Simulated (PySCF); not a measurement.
diphosphorus (P₂), SMILES P#P.

The structure is a stationary point at B3LYP-D3(BJ)/def2-TZVPD.

Two levels are set side by side: TDA-PBE/def2-TZVPD (PySCF) and EOM-CCSD/aug-cc-pVDZ (PySCF). Vertical, same geometry; the bases differ. Differences are taken from unrounded values.

```tsv
quantity	TDA-PBE
lowest singlet excitation (eV)	3.73
lowest triplet excitation (TDA for PBE) (eV)	2.74
```

Task: These are the TDA-PBE values. What does EOM-CCSD give? (The exact figures need the calculation; the answer reports its results.)

Result: 
```csv
quantity,EOM-CCSD,TDA-PBE minus EOM-CCSD
lowest singlet excitation (eV),4.19,-0.46
lowest triplet excitation (TDA for PBE) (eV),2.67,0.06
```

Functionals without exact exchange tend to place singlet excitations lower, as here. Differences between two approximate levels are no errors against the true value.

Rough cost on one machine, each run with all the roots and properties that it gave: EOM-CCSD against TDA-PBE within a factor of 2.
